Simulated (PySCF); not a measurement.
CHO, SMILES [CH]=O, multiplicity 2. Geometry optimised at PBE0-D3(BJ)/def2-TZVPD. The isomer is the one that the SMILES or the coordinates give; other isomers of the formula were not compared.

Computed equilibrium geometry at PBE0-D3(BJ)/def2-TZVPD (PySCF confirms it by a frequency run) as Cartesian coordinates in Å, and its point group:
point group Cs.
```xyz
3

C     -0.1728    -0.5577     0.0000
O      0.0536     0.5890     0.0000
H      0.6079    -1.3663     0.0000
```
Charge 0, spin multiplicity 2.
